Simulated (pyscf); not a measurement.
Single points on ωB97X-D3(BJ)/def2-SVP structures (PySCF, gas phase). MP2 and CC: frozen core, UHF for open shells. ΔMP2 is the change of the MP2 total energy from the triple- to the quadruple-zeta basis.

**Question.** What are the homolytic bond dissociation enthalpies (298 K) of H₃C–C≡N (SMILES CC#N) at CCSD(T)/def2-TZVPP + ΔMP2(QZVPP), weakest first?

**Answer.** C–H to •H₂C–C≡N + H•: 404.8 kJ/mol; C–C to CH₃• + •C≡N: 515.2 kJ/mol. Ring and multiple bonds, and those that leave no two simple radicals, are not listed. The radicals are drawn with the spin at the cut bond; how far it spreads was not checked. Other isomers of •H₂C–C≡N were not searched in full and may lie lower. The CCSD(T) − MP2 part came from Ansatz, without density fitting, on the same reference. An open-shell T1 diagnostic exceeds 0.045. A UHF reference is spin-contaminated (<S²> up to 1.14), which harms MP2 most.
